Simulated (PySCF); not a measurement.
C₅H₁₁N.
Geometry (PBE0-D3(BJ)/def2-SVP, Å), atoms numbered from 1 in this order:
```
atom  x, y, z in Å
C1    -1.4833   -0.7084   -1.2863
C2    -0.9350   -0.1704   -0.1915
C3    -1.6532   -0.0647    1.1189
C4     0.4725    0.3658   -0.2098
N5     1.3055   -0.3063    0.7625
C6     2.6438    0.2171    0.8554
H7    -2.5060   -1.0966   -1.2842
H8    -0.9264   -0.7711   -2.2261
H9    -2.6316   -0.5641    1.0949
H10   -1.8094    0.9944    1.3873
H11   -1.0374   -0.4999    1.9207
H12    0.8750    0.3177   -1.2461
H13    0.4476    1.4391    0.0606
H14    1.3247   -1.3026    0.5573
H15    3.2056    0.2251   -0.1051
H16    3.2277   -0.3656    1.5839
H17    2.6136    1.2576    1.2196
```

Jobs on this species (17 atoms, 48 electrons) with PySCF (density fitting). Hardware of each: Arm Neoverse V1, one thread, on a shared host. Other jobs ran on the host; a repeat could differ by tens of per cent or more.

**Question.** Rank these jobs by wall time, shortest first.
A. PBE0-D3(BJ)/def2-SVP, grid level 1; geometry optimisation from a GFN2-xTB start; 139 basis functions
B. HF/def2-SVPD; 10 singlets by TDHF, 4 Tamm–Dancoff triplets, polarisability, ΔSCF ions; 208 basis functions
C. B3LYP/def2-SVPD; 10 singlets by full TDDFT, 4 Tamm–Dancoff triplets, polarisability, ΔSCF ions; 208 basis functions

**Answer.** B (22 s), A (40 s), C (80 s).

All jobs:

| level and settings | work | basis functions | SCF cycles | wall time |
| --- | --- | --- | --- | --- |
| PBE0/6-31+G* | 10 singlets by full TDDFT, 4 Tamm–Dancoff triplets, polarisability | 130 | 13 | 16 s |
| HF/def2-SVPD | 10 singlets by TDHF, 4 Tamm–Dancoff triplets, polarisability, ΔSCF ions | 208 | 10 | 22 s |
| PBE0/aug-cc-pVDZ | 10 singlets by full TDDFT, 4 Tamm–Dancoff triplets, polarisability | 237 | 13 | 36 s |
| PBE0-D3(BJ)/def2-SVP, grid level 1 | geometry optimisation from a GFN2-xTB start | 139 | 37 | 40 s |
| LDA/def2-SVPD | 10 singlets by full TDDFT, 4 Tamm–Dancoff triplets, polarisability, ΔSCF ions | 208 | 15 | 70 s |
| B3LYP/def2-SVPD | 10 singlets by full TDDFT, 4 Tamm–Dancoff triplets, polarisability, ΔSCF ions | 208 | 14 | 80 s |
| PBE0/def2-SVPD | 10 singlets by full TDDFT, 4 Tamm–Dancoff triplets, polarisability, ΔSCF ions | 208 | 13 | 95 s |
| PBE/def2-SVPD | 10 singlets by full TDDFT, 4 Tamm–Dancoff triplets, polarisability, ΔSCF ions | 208 | 15 | 96 s |
| BHandHLYP/def2-SVPD | 10 singlets by full TDDFT, 4 Tamm–Dancoff triplets, polarisability, ΔSCF ions | 208 | 12 | 2.0 min |

**Question.** What do all jobs in the table cost together?

**Answer.** About 9.6 min; the longest takes about 21 % of that, and about 7.5 times as long as the shortest.
